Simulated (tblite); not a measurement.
Compound: C3H8NS (doublet state).
Structure used (GFN2-xTB), in Å, numbered top down from 1:
```
atom  x, y, z in Å
C1    -1.3783   -0.1369    0.9553
C2    -0.6248    0.0547   -0.3694
C3     0.8554    0.1491   -0.1949
N4     1.5610   -1.0268   -0.0364
S5     1.5132    1.5863    0.6005
H6    -1.0568   -1.0494    1.4538
H7    -1.1846    0.7025    1.6195
H8    -2.4488   -0.2010    0.7749
H9    -0.8331   -0.7875   -1.0339
H10   -0.9902    0.9666   -0.8493
H11    2.5028   -0.9133    0.3074
H12    1.0742   -1.8085    0.3866
H13    1.0057    2.4648   -0.2675
```

Method: GFN2-xTB as coded in tblite; computed harmonic values from a numerical Hessian at the method's own geometry, unscaled. Errors from tens to a few hundred cm⁻¹ against measured bands are possible. Modes of hydrogen on sulfur can be 10 to 20 % off. One conformer, not necessarily the lowest. Open shells enter through the occupations alone, without spin polarisation, and single modes of such species can be off by tens of per cent.

Harmonic wavenumbers (cm⁻¹): 77.3, 181.8, 196.8, 208.6, 313.0, 324.1, 353.9, 484.2, 621.7, 673.4, 817.9, 864.0, 919.4, 1022.5, 1051.9, 1061.9, 1190.4, 1239.5, 1309.7, 1343.5, 1402.7, 1468.6, 1484.1, 1498.5, 1501.0, 2367.1, 2957.7, 2969.9, 3024.3, 3030.6, 3037.1, 3341.9, 3474.7.

A = 5158, B = 2972, C = 2208 MHz; mass 90.038 u (most abundant isotopes); point group C1, symmetry number 1; spin multiplicity 2.

Problem. Zero-point energy?

Solution. ½Σν̃ = 22907 cm⁻¹ = 274.03 kJ/mol.

Problem. Entropy at 400 K, 1 bar (ideal gas, RRHO, classical rotation)?

Solution. Translation 171.09, rotation 115.19, vibration 96.81, spin (R ln 2) 5.76: S = 388.8 J/(mol K).

Problem. And Cp and H(400 K) − H(0)?

Solution. Cp = 138.85 J/(mol K), of which vibrations give 105.59 (their classical limit is 33 R = 274.4); H(400 K) − H(0) = 34.61 kJ/mol without the zero-point energy, 21.31 from vibrations.

Problem. What must be added to the electronic energy to get the Gibbs energy at 400 K and 1 bar?

Solution. ZPE + [H(400 K) − H(0)] − T·S = 274.03 + 34.61 − 155.54 = 153.10 kJ/mol.

Problem. Which modes carry the vibrational entropy at 400 K?

Solution. 77.3 cm⁻¹: 18.98; 181.8 cm⁻¹: 11.99; 196.8 cm⁻¹: 11.36; 208.6 cm⁻¹: 10.90; 313.0 cm⁻¹: 7.75; 324.1 cm⁻¹: 7.49 J/(mol K); the other 27 give 28.33 together.

Problem. Blend soft modes into free rotors: weight 1/[1 + (100 cm⁻¹/ν̃)⁴] for the oscillator and the rest for a rotor with moment μB/(μ + B), μ = h/(8π²ν), B = 10⁻⁴⁴ kg m². What vibrational entropy results?

Solution. 93.13 J/(mol K) in place of 96.81, which changes −T·S at 400 K by +1.47 kJ/mol.

Hindered rotation and anharmonicity are outside this model. Other conformers, if any are populated, would add a mixing term that is left out. The structure is chiral; the term R ln 2 for an equal mix with its mirror image is left out.
